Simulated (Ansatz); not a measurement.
# The fluorine atom (doublet): from Hartree-Fock to the top rungs, def2-TZVP

Aim: climb from Hartree-Fock through coupled cluster and multireference methods for the fluorine atom (doublet) at one geometry and basis, and see what each rung misses.

The runs use Ansatz 0.2.0, Gaussian basis; def2-TZVP, core rule «outside noble gas», up to 1 orbitals frozen.

The runs, in order: UHF; CCSD(T) on ROHF; CCSD(T) on UHF; BCCD(T) on ROHF; CISD; CCSDT(Q) on ROHF; CCSDT(Q) on UHF; CISDTQ; CASSCF and MRCISD+Q, 7 electrons in 4 orbitals; CASSCF and MRCISD+Q(relaxed), 7 electrons in 4 orbitals; CASSCF and NEVPT4(SD), 7 electrons in 4 orbitals; CASSCF and NEVPT2, 7 electrons in 4 orbitals.

### 1 The atom

A free atom, in its lowest state of this spin that the program finds.

1 atom, charge 0, spin multiplicity 2.

### 2 UHF

File in.yaml:

```yaml
crystal:
  periodic: [false, false, false]
  atoms:
    - {symbol: F, position_ang: [0.000000, 0.000000, 0.000000]}
basis:
  gaussian: {orbitals: def2-TZVP}
magnetization: {spin_polarized: true, initial_magnetization: 1}
hamiltonian: {xc: hf}
output: {orbitals: {seedname: orbitals}}
```

Started as:

```
$ ansatz run in.yaml --threads 1 --pin off --events-out ev --progress --plain --max-ram 2393MiB
```

After this run come: CCSD(T) on ROHF; CCSD(T) on UHF; BCCD(T) on ROHF; CISD; CCSDT(Q) on ROHF; CCSDT(Q) on UHF; CISDTQ; CASSCF and MRCISD+Q, 7 electrons in 4 orbitals; CASSCF and MRCISD+Q(relaxed), 7 electrons in 4 orbitals; CASSCF and NEVPT4(SD), 7 electrons in 4 orbitals; CASSCF and NEVPT2, 7 electrons in 4 orbitals.

Q: Predict the results of all the runs planned. Wanted: UCCSDT(Q) below the RHF energy; RMP2 from UCCSDT(Q); UMP2 from UCCSDT(Q); RCCSD from UCCSDT(Q); RCCSD(T) from UCCSDT(Q); UCCSD(T) from UCCSDT(Q); RCCSDT(Q) from UCCSDT(Q); NEVPT2 valence from UCCSDT(Q); NEVPT4(SD) valence from UCCSDT(Q).

**Answer**, as computed:

| quantity | value |
| --- | --- |
| UCCSDT(Q) below the RHF energy | -5.9372 eV |
| RMP2 from UCCSDT(Q) | +421.3 meV |
| UMP2 from UCCSDT(Q) | +429.1 meV |
| RCCSD from UCCSDT(Q) | +104.1 meV |
| RCCSD(T) from UCCSDT(Q) | +9.5 meV |
| UCCSD(T) from UCCSDT(Q) | +8.2 meV |
| RCCSDT(Q) from UCCSDT(Q) | +1.6 meV |
| NEVPT2 valence from UCCSDT(Q) | +970.3 meV |
| NEVPT4(SD) valence from UCCSDT(Q) | +92.0 meV |
| MRCISD+Q valence from UCCSDT(Q) | +34.7 meV |
| levels within 1 kcal/mol (43 meV) | RCCSD(T), UCCSD(T), BCCD(T), RCCSDT, UCCSDT, CISDTQ, RCCSDT(Q), MRCISD+Q valence, MRCISD+Q(relaxed) valence |
| T1 diagnostic | 0.011 |
| effectively unpaired electrons | 1.00 |

What this shows: RCCSD(T) lands +9.5 meV from the yardstick (0.2 % of the correlation energy). One determinant dominates. Of the multireference levels listed MRCISD+Q valence comes nearest in total energy (+34.7 meV), which doesn't show that its space is the better one. These misses are within one basis, not against nature; the frozen cores of restricted and unrestricted runs differ, which can shift their rows.
